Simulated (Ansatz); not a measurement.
Relaxation of C₂H₈N₂O₂ (14 atoms, charge 0, multiplicity 1), to a largest force component of 0.015 eV/Å in at most 40 steps.

All numbers below come from RKS r2SCAN/STO-3G (Ansatz).

```xyz
14
Properties=species:S:1:pos:R:3:forces:R:3
C -0.879 -0.619 1.521 -2.66 4.01 -0.04
O 0.222 -0.721 0.695 3.42 -3.39 0.97
C 0.224 0.115 -0.441 2.18 -0.66 -0.95
N 1.324 -0.336 -1.317 -1.81 -4.39 -1.43
N 0.720 1.402 -0.135 -3.58 5.34 -1.11
O -0.952 0.204 -1.099 -4.26 3.29 0.60
H -0.777 -1.212 2.392 0.45 -1.49 1.52
H -1.786 -0.889 0.970 -0.93 -0.25 0.03
H -1.047 0.473 1.896 0.10 -1.44 -0.41
H 1.893 0.474 -1.353 2.39 2.23 -0.37
H 1.780 -1.066 -0.746 1.04 -0.60 0.23
H 0.089 1.814 0.566 -0.82 0.99 0.62
H 1.542 1.280 0.359 4.23 -0.79 2.62
H -0.945 -0.533 -1.707 0.23 -2.84 -2.30
```

Task: Where does it end, and by what steps?

Result: The forces met the threshold. Limits of this set-up: minimal basis. After 10 steps the energy has fallen by 1.888 eV; H13 moved furthest, 0.63 Å.

```tsv
step	energy less start (eV)	largest force component (eV/Å)	accepted
0	0.0000	5.342	yes
1	-1.6137	1.585	yes
2	-1.8209	0.688	yes
3	-1.8598	0.494	yes
4	-1.8693	0.420	yes
5	-1.8539	1.022	no
6	-1.8842	0.079	yes
7	-1.8869	0.055	yes
8	-1.8878	0.043	yes
9	-1.8883	0.020	yes
10	-1.8884	0.010	yes
```

```xyz
14
Properties=species:S:1:pos:R:3
C -0.834 -0.558 1.568
O 0.315 -0.870 0.706
C 0.314 0.088 -0.436
N 1.311 -0.539 -1.392
N 0.709 1.513 -0.050
O -0.972 0.209 -1.089
H -0.971 -1.424 2.240
H -1.755 -0.405 0.969
H -0.665 0.347 2.191
H 1.880 0.289 -1.728
H 1.986 -1.048 -0.752
H -0.210 1.960 0.236
H 1.206 1.397 0.882
H -0.905 -0.573 -1.746
```

Run time: 19 s on 1 thread of AMD EPYC 9R45 96-Core Processor (Zen 5) (shared host), peak memory 0.17 GiB.
